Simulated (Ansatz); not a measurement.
Basis or method: atomization of GeH₃

GeH3, doublet; coordinates (Å): Ge 0.000 0.000 -0.019; H 1.465 0.017 0.453; H -0.748 1.261 0.448; H -0.719 -1.278 0.449. Quantity: atomization.

Ansatz 0.2.0, basis 6-31G or cc-pVDZ or cc-pVTZ; geometries are PBE0/def2-TZVP minima. Wave-function levels freeze the cores with the filled d shells of p-block atoms; HF, MP2 and coupled cluster are restricted for singlets and unrestricted otherwise, atoms included (their steps beyond CCSDT(Q) come from restricted open-shell runs), restricted open-shell where a d shell is frozen, Kohn–Sham unrestricted where that lies lower. The reference is CCSDT(Q) or full CI (coupled cluster only where its series has nearly closed). Semilocal and hybrid functionals correlate all electrons outside any core potential and usually lie nearer their basis limit than the reference, so part of their error here is the reference's basis and frozen-core error; RPA and the MP2 part of double hybrids freeze the same cores as the reference. None of these values is a measured one. Energies are electronic, without zero-point terms. No spin–orbit coupling and no scalar relativity. The species are chosen: bound, without strong static correlation by their natural occupations or amplitudes, in their lowest spin state as far as vertical gaps and like structures tell, and with a ladder that closes on the reference, so errors are smaller than for species at large; levels whose determinant breaks symmetry or spin markedly are left out.

| level | 6-31G (kJ/mol) | cc-pVDZ (kJ/mol) | cc-pVTZ (kJ/mol) |
| --- | --- | --- | --- |
| reference | 715.3 (full CI) | 805.6 (CCSDT(Q)) | 844.6 (CCSDT(Q)) |
| CCSD | 712.5 | 801.3 | 840.6 |
| CCSD(T) | 714.5 | 804.8 | 844.1 |
| CCSDT | 715.2 | 805.5 | 844.5 |
| PBE | 823.8 | 832.4 | 839.0 |
| PBE0 | 817.8 | 836.9 | 842.9 |
| B2PLYP | 787.4 | 828.4 | 847.0 |
| RPA-PBE | 691.4 | 785.8 | 813.1 |

From 6-31G to cc-pVTZ the reference moves by 129.3 kJ/mol and PBE by 15.2; the step from CCSD(T) to the reference is 0.8 in the first and 0.6 in the last.
